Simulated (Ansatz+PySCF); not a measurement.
A calculation with PySCF 2.14.0.

```python
from pyscf import gto, scf, mp

# the (T+d) and (D+d) sets load through basis_set_exchange
mol = gto.M(atom="""
C 0.008310 0.000000 -0.909400
C -0.259580 0.000000 0.520980
Cl 1.371310 0.000000 1.494190
H 0.199850 0.928960 -1.430870
H 0.199850 -0.928960 -1.430870
H -0.759870 0.895980 0.877980
H -0.759870 -0.895980 0.877980
""", basis={'C': 'cc-pvtz', 'Cl': 'cc-pv(t+d)z', 'H': 'cc-pvtz'}, charge=0, spin=1)
mf = scf.UHF(mol)
mf.kernel()
pt = mp.MP2(mf, frozen=7).run()
print(mf.e_tot, pt.e_corr, pt.e_tot)
```

The script is written out from the run's settings.

Results

```yaml
Converged: yes
Reference_energy: -537.56611 hartree
Correlation_energy: -0.50750 hartree
Total_energy: -538.07360 hartree
Spin_squared_of_the_determinant: 0.773
```
